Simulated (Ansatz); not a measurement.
**Relative stability**

Two relaxed structures of CH6NSi (charge +1), closed shell (PBE0-D4/def2-TZVP; forces vanish, vibrations not checked).

A:

| atom | x (Å) | y (Å) | z (Å) |
| --- | --- | --- | --- |
| C1 | -0.0590 | 0.1818 | -0.4980 |
| N2 | 0.4019 | 1.3702 | -0.4058 |
| Si3 | 0.1466 | -1.1774 | 0.8464 |
| H4 | 0.9224 | 1.6779 | 0.4115 |
| H5 | -0.5996 | -0.0282 | -1.4222 |
| H6 | 0.2737 | 2.0645 | -1.1378 |
| H7 | -1.2457 | -1.5181 | 1.2045 |
| H8 | 0.9210 | -0.5295 | 1.9260 |
| H9 | 0.8622 | -2.2571 | 0.1357 |

B:

```
9
angstrom
C 0.4769 -0.5822 0.9198
N 0.3920 0.1990 -0.3168
Si -0.9524 0.7014 -1.1047
H -2.2532 0.3403 -0.5286
H -0.7666 1.4773 -2.3368
H 1.2982 0.4412 -0.7058
H -0.5228 -0.8106 1.2877
H 1.0137 -0.0104 1.6774
H 1.0079 -1.5150 0.7276
```

Computed with Ansatz 0.2.0 (basis: def2-TZVPP); correlated methods freeze the cores. B3LYP uses VWN-RPA correlation.

Question: Which structure is lower at CCSD(T), and by how much? (To be estimated.)

Answer: Computed: B, by 23.2 kJ/mol (electronic energy, against the other). By their contacts, A is CH₆NSi ([NH2][CH][SiH3]), total charge +1 and B is CH₆NSi ([CH3][NH][SiH2]), total charge +1.

All methods give the same order:

| method | E(B) − E(A) (kJ/mol) |
| --- | --- |
| PBE-D4 | -23.3 |
| r2SCAN-D4 | -23.4 |
| PBE0-D4 | -23.2 |
| B3LYP-D4 | -24.0 |
| wB97M-V | -23.6 |
| HF | -5.4 |
| MP2 | -37.9 |
| CCSD | -22.8 |
| CCSD(T) | -23.2 |

The T1 diagnostic stays at or below 0.016.

Labels in which every atom is bracketed show which atoms are joined, not bond orders.

For scale, one of the runs: CCSD(T)/def2-TZVPP, 188 basis functions, launched by `ansatz run in.yaml --threads 2 --pin off --events-out ev --progress --plain --max-ram 4352MiB`. The run took 31 s on 2 CPU threads of an Arm Neoverse V1 (shared host), with 1.9 GiB of host memory at its peak.
